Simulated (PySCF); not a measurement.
Saddle search on C2H7Al, singlet by partitioned rational-function steps on PBE0-D4/def2-TZVP gradients (PySCF 2.14 with density fitting (its default auxiliary sets; JK sets also for MP2 and CCSD(T))), from this start:

```xyz
10
angstrom
Al -1.1869 0.1598 -0.0539
C 0.8177 0.9244 0.3811
C -0.5191 -1.5261 -0.3692
H 0.4931 -0.2224 -0.2673
H -2.0676 1.3566 -0.6069
H 1.8594 0.5678 0.3232
H 0.7633 1.8398 -0.2289
H 0.6520 1.1757 1.4417
H 0.1251 -1.9729 0.4058
H -0.9369 -2.3026 -1.0256
```

| step | energy less the last (meV) | largest force (eV/Å) | curvature followed (eV/Å²) |
| --- | --- | --- | --- |
| 1 | 11.2 | 0.260 | -10.91 |
| 2 | 3.9 | 0.095 | -10.83 |
| 3 | 2.6 | 0.033 | -10.86 |
| 4 | 2.3 | 0.042 | -10.93 |
| 5 | 2.1 | 0.035 | -10.99 |
| 6 | 2.1 | 0.055 | -10.98 |
| 7 | 1.9 | 0.037 | -11.52 |
| 8 | 1.7 | 0.063 | -11.51 |
| 9 | 1.6 | 0.131 | -11.52 |
| 10 | 1.6 | 0.149 | -11.52 |
| 11 | 1.1 | 0.156 | -11.51 |
| 12 | 0.5 | 0.084 | -11.51 |
| 13 | 0.3 | 0.089 | -11.48 |
| 14 | 0.1 | 0.036 | -11.45 |
| 15 | 0.1 | 0.021 | -11.44 |
| 16 | 0.0 | 0.013 | -11.47 |
| 17 | 0.0 | 0.014 | -10.85 |
| 18 | 0.0 | 0.010 | -11.00 |
| 19 | 0.0 | 0.009 | -11.00 |

The search ended at:

| atom | x (Å) | y (Å) | z (Å) |
| --- | --- | --- | --- |
| Al1 | -1.1650 | 0.1859 | -0.1267 |
| C2 | 0.8219 | 0.9150 | 0.3971 |
| C3 | -0.5352 | -1.5241 | -0.3306 |
| H4 | 0.5047 | -0.2434 | -0.2431 |
| H5 | -2.0143 | 1.3578 | -0.7679 |
| H6 | 1.8539 | 0.6951 | 0.1095 |
| H7 | 0.6068 | 1.8990 | -0.0337 |
| H8 | 0.8016 | 0.9704 | 1.4872 |
| H9 | 0.0444 | -1.9497 | 0.4925 |
| H10 | -0.9188 | -2.3062 | -0.9844 |
